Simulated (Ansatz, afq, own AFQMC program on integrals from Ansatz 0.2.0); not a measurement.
Breaking C1–H3 in CHF, singlet

| atom | x (Å) | y (Å) | z (Å) |
| --- | --- | --- | --- |
| C | -0.1260 | -0.4787 | -0.1172 |
| F | 0.8863 | 0.0518 | 0.4909 |
| H | -0.7603 | 0.4269 | -0.3736 |

Products: CF (doublet) and H (doublet), each relaxed with PBE0/def2-SVP like the molecule; electronic energies without zero-point terms. Determinants: RHF, UHF and UHF in that order.

Basis def2-TZVP. Noble-gas cores (and the filled d shells of Ga–Kr and In–Xe) are frozen. Integrals, coupled cluster, full CI and functionals: Ansatz 0.2.0; the random walks run on the same integrals in our own AFQMC program. ph-AFQMC/CISD is guided by a CISD state made of CCSD amplitudes; releasing the constraint for a short imaginary time cuts its bias at the price of noise, slowly where states lie close. ± is one standard error of the sampling. The errors of all members are added in quadrature.

No full CI on the walks' own integrals is used here; CCSDT(Q) serves as the reference and is uncertain by about the last step of the cluster series. Each member takes its own surest rung, up to full CI.

The best estimate is CCSD(T) at the basis-set limit (CBS: def2-TZVPP and def2-QZVPP, with their diffuse functions for anions and beside diffuse sets, CCSD(T) itself extrapolated) plus the step from CCSD(T) to CCSDT(Q) in def2-TZVP. Rows without CBS are in def2-TZVP; B2PLYP and the wave-function rows carry a basis error of their own. Core correlation and relativity beyond core potentials are missing, and ± holds the sampling alone.

Cautions: CHF (singlet): higher spins were not checked, restricted determinant unstable towards unrestricted (UHF 220 meV lower, ⟨S²⟩ 0.51); CF (doublet): the released energies are still falling, so no released level is given (meV from the phaseless value at times in 1/Eh: -1 ± 3 at 0.24, -11 ± 4 at 0.51, -14 ± 4 at 0.99, -17 ± 6 at 1.62, -18 ± 16 at 2.40), though the last usable value meets CCSDT(Q) within the noise.

Best estimate: 3.479 eV.

```tsv
level	bond energy (eV)	error against the best estimate (eV)
HF	2.339	-1.140
MP2	3.223	-0.256
CCSD	3.300	-0.178
CCSD(T)	3.324	-0.155
CCSDT	3.325	-0.153
CCSDT(Q)	3.327	-0.151
ph-AFQMC/CISD	3.333 ± 0.007	-0.146 ± 0.007
HF/CBS	2.348	-1.131
MP2/CBS	3.401	-0.078
CCSD(T)/CBS	3.475	-0.003
wB97M-V	3.449	-0.030
```

Correlation beyond CCSD(T) adds 0.003 eV. Going to the basis-set limit adds 0.151 eV at CCSD(T). The perturbative (T) step is worth +0.023 eV.

Best estimates are given only where the step beyond CCSD(T) is under 0.3 eV and no member's determinant is very poor (T1 over 0.05, or 0.07 for open shells, ⟨S²⟩ too high by 0.3, two states mixed), so the hardest cases are missing from such tables.

The functionals ran in a triple-zeta set and keep a basis error of their own, a few kJ/mol for each bond in atomization energies and more for double hybrids, so close places among them and the extrapolated levels can swap.

CCSDT and higher add their correlation energy to the determinant of the CCSD(T) run, since their own runs factorise the integrals more tightly (a shift of under 2 meV). Each member of a difference takes its own highest rung, so a best estimate needn't equal the limit plus the step of one row. A walk keeps the symmetry of its determinant, which the program's search chose and which needn't be the lowest solution, so a lower state of the same spin and another symmetry isn't excluded.
